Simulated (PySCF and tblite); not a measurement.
Values are calculated unless marked as measured or tabulated.
**Rotation: stationary points, barriers and rates**

System: C4H5FO, numbered as in [CH2:1]=[C:2]([F:3])[C:4]([CH3:5])=[O:6].

Motion: rotation about the C2–C4 bond (torsion C1–C2–C4–C5 from -179° to 0°, rising). Geometries: GFN2-xTB; energies: PBE0/pcSseg-1 + D3(BJ), IEF-PCM cyclohexane; zero-point and thermal terms from GFN2-xTB harmonic modes (soft modes blended into free rotors). Rates follow Eyring's equation with the number of equivalent paths and no tunnelling. Run with tblite and PySCF.

```tsv
point	symmetry	E(GFN2) kcal/mol	E(DFT) kcal/mol	ZPE change kcal/mol	lowest mode cm⁻¹	dipole D
start	Cs	0.0	0.0	0.00	68	1.59
saddle	C1	6.2	8.7	-0.20	68i	3.36
end	Cs	3.7	1.9	0.14	50	4.53
```

```
Electronic barrier                                      : 8.7 kcal/mol
Barrier with zero-point energy                          : 8.5 kcal/mol
ΔH‡ (298 K)                                             : 8.1 kcal/mol
ΔS‡ (298 K, symmetry apart)                             : -2.3 cal/(mol K)
Paths                                                   : 2 equivalent paths
End point                                               : a different minimum
Mean lifetime of the start against this motion at 298 K : 230 ns
Cost                                                    : 32 s on 1 thread of Arm Neoverse V1 (shared host) (rough), peak memory 0.68 GiB, launched as `OMP_NUM_THREADS=1 python ens_run.py task.json out`
```

```tsv
T/K	ΔG‡ kcal/mol	k s⁻¹	ΔG kcal/mol	k back s⁻¹
200	8.7	2750	2.1	5×10⁵
250	8.7	2.4×10⁵	2.1	1.6×10⁷
298	8.8	4.3×10⁶	2.1	1.5×10⁸
350	8.9	4×10⁷	2.1	8.2×10⁸
400	9.0	2×10⁸	2.1	2.9×10⁹
```

ΔG and ΔG‡ leave out symmetry numbers and mirror images; rates count paths: 2 out, 2 back.
